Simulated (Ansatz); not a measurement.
HCl beside SiNH₅: one fragment in the basis of the whole pair (the partner's atoms are ghosts).

The input file, in.yaml:

```yaml
crystal:
  periodic: [false, false, false]
  atoms:
    - {symbol: Cl, position_ang: [1.152270, 0.103322, -2.752732]}
    - {symbol: H, position_ang: [0.381988, -0.121898, -1.686249]}
basis:
  gaussian:
    orbitals: def2-SVP
    ghost_atoms:
      - {symbol: Si, position_ang: [0.154981, 0.312423, 1.106592]}
      - {symbol: N, position_ang: [-0.621575, -0.413781, -0.285925]}
      - {symbol: H, position_ang: [1.483199, -0.328740, 1.243288]}
      - {symbol: H, position_ang: [0.278812, 1.761225, 0.824469]}
      - {symbol: H, position_ang: [-0.606230, 0.127263, 2.372355]}
      - {symbol: H, position_ang: [-1.514074, -0.017844, -0.552573]}
      - {symbol: H, position_ang: [-0.709371, -1.421969, -0.269324]}
hamiltonian: {xc: {name: wB97M-V}}
```

Command:

```bash
ansatz run in.yaml --threads 4 --pin off --events-out ev --progress --plain --max-ram 9574MiB
```

The run's output (Ansatz 0.2.0):

```
Functional definition: wB97M-V
  name "wB97M-V"
  cite "Mardirossian & Head-Gordon, J. Chem. Phys. 144, 214110 (2016) doi:10.1063/1.4952647"
  cite "Becke, J. Chem. Phys. 107, 8554 (1997) doi:10.1063/1.475007"
  cite "Vydrov & Van Voorhis, J. Chem. Phys. 133, 244103 (2010) doi:10.1063/1.3521275"
  # Of w^i u^j: cxij and so on, Table III.
  parameter omega = 0.3/bohr
  parameter cx = 0.15
  parameter cx01 = 1.007
  parameter cx10 = 0.259
  parameter css00 = 0.443
  parameter css04 = -1.437
  parameter css10 = -4.535
  parameter css20 = -3.390
  parameter css43 = 4.278
  parameter cos00 = 1.000
  parameter cos10 = 1.358
  parameter cos20 = 2.924
  parameter cos21 = -8.812
  parameter cos60 = -1.390
  parameter cos61 = 9.142
  parameter b = 6.0
  parameter c = 0.01
  gx(w, u) = 1 - cx + cx01*u + cx10*w
  gss(w, u) = css00 + css04*u^4 + css10*w + css20*w^2 + css43*w^4*u^3
  gos(w, u) = cos00 + cos10*w + (cos20 + cos21*u)*w^2 + (cos60 + cos61*u)*w^6
  exchange = spin_sum(e_x_unif_sr(omega)*gx(b97_w, b97_u_x)) + cx*exact_x_sr(omega) + exact_x_lr(omega)
  correlation = spin_sum(e_c_pw_mod_same_spin*gss(b97_w, b97_u_same))
      + integral(e_c_pw_mod_opposite_spin*gos(b97_w_opposite, b97_u_opposite)) + vv10(b, c)
719 factors; their error is unknown
216 factors; integrals over basis functions are off by at most 1.8e-5 eV
mean field evaluation 1: about -12533.9454 eV, gradient 1.0e1 eV
mean field evaluation 2: about -12534.2220 eV, gradient 5.7e0 eV
mean field evaluation 4: about -12534.2966 eV, gradient 7.3e-2 eV
mean field evaluation 8: about -12534.3226 eV, gradient 4.2e-4 eV
mean field -12534.32257662 eV, -460.6278586219 hartree, gradient 5.1e-5 eV, S^2 0.000000; 0 other end points of the search recorded, 0 dependent functions left out
reference -12534.32261323 eV, -460.6278599673 hartree; 9, 9 occupied and 71, 71 virtual orbitals, 719 factors
Total energy: -12534.32261323 eV, -460.6278599673 hartree
```

The run took about 0.85 s on 4 CPU threads of an AMD EPYC 9R45 (shared host).
